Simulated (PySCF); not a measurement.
## Splitting trees

Atoms are numbered as in `[CH2:1]=[CH:2][CH3:3]`. Each H is labelled by its parent atom. Ha(C1) is cis to C3; Hb(C1) is trans to C3.

Calculated, not measured (PySCF): J: B3LYP/pcJ-1, PBE0/pcSseg-1 with gauge-including orbitals, structure optimised with PBE0-D3(BJ)/def2-SVP. Non-relativistic Hamiltonian, fast rotation and ring inversion assumed for equivalent nuclei, one conformer, no solvent model.

Scale: $^{1}$H (σref 31.27) and $^{13}$C (σref 184.41) vs TMS (reference shieldings calculated alike).

Spectrometer: 400 MHz for $^{1}$H. First-order analysis; couplings under 1 Hz (under 4 Hz in carbon signals) are ignored, and nearly equal couplings are merged; the smaller ones broaden or split the lines further.

(1) What pattern does H(C3) show ($^{1}$H)?

(2) What pattern does Ha(C1) show ($^{1}$H)?

(3) What pattern does H(C2) show ($^{1}$H)?

(4) What pattern does C1 show in the proton-coupled $^{13}$C spectrum?

Results:

(1) A doublet of triplets at δ 1.80: 7.7 Hz to H(C2) (1 × $^{1}$H, 3 bonds away), 2.3 Hz to Ha(C1) and Hb(C1) (2 × $^{1}$H, 4 bonds away). Lines in Hz from the centre (relative intensity): +6.2 (1), +3.9 (2), +1.6 (1), -1.6 (1), -3.9 (2), -6.2 (1). The outer lines are 12.3 Hz apart, the sum of the couplings kept, or 0.031 ppm at this field.

(2) A doublet of quintets at δ 5.36: 18.1 Hz to H(C2) (1 × $^{1}$H, 3 bonds away), 2.4 Hz to Hb(C1) and H(C3) (4 × $^{1}$H, 2 or 4 bonds away). Lines in Hz from the centre (relative intensity): +13.8 (1), +11.4 (4), +9.1 (6), +6.7 (4), +4.2 (1), -4.2 (1), -6.7 (4), -9.1 (6), -11.4 (4), -13.8 (1). The outer lines are 27.7 Hz apart, the sum of the couplings kept, or 0.069 ppm at this field.

(3) A doublet of doublets of quartets at δ 6.00: 18.1 Hz to Ha(C1) (1 × $^{1}$H, 3 bonds away), 11.2 Hz to Hb(C1) (1 × $^{1}$H, 3 bonds away), 7.7 Hz to H(C3) (3 × $^{1}$H, 3 bonds away). Lines in Hz from the centre (relative intensity): +26.2 (1), +18.5 (3), +15.0 (1), +10.8 (3), +8.1 (1), +7.3 (3), +3.1 (1), +0.4 (3), -0.4 (3), -3.1 (1), -7.3 (3), -8.1 (1), -10.8 (3), -15.0 (1), -18.5 (3), -26.2 (1). The outer lines are 52.4 Hz apart, the sum of the couplings kept, or 0.131 ppm at this field.

(4) A doublet of doublets of quartets at δ 123.3: 168.9 Hz to Hb(C1) (1 × $^{1}$H, 1 bond away), 163.9 Hz to Ha(C1) (1 × $^{1}$H, 1 bond away), 7.7 Hz to H(C3) (3 × $^{1}$H, 3 bonds away). Lines in Hz from the centre (relative intensity): +177.9 (1), +170.2 (3), +162.6 (3), +154.8 (1), +14.1 (1), +9.1 (1), +6.3 (3), +1.4 (3), -1.4 (3), -6.3 (3), -9.1 (1), -14.1 (1), -154.8 (1), -162.6 (3), -170.2 (3), -177.9 (1). The outer lines are 355.9 Hz apart, the sum of the couplings kept, or 3.538 ppm at this field.

Unscaled 3J(H,H) at this level run about 10 % above measured values.
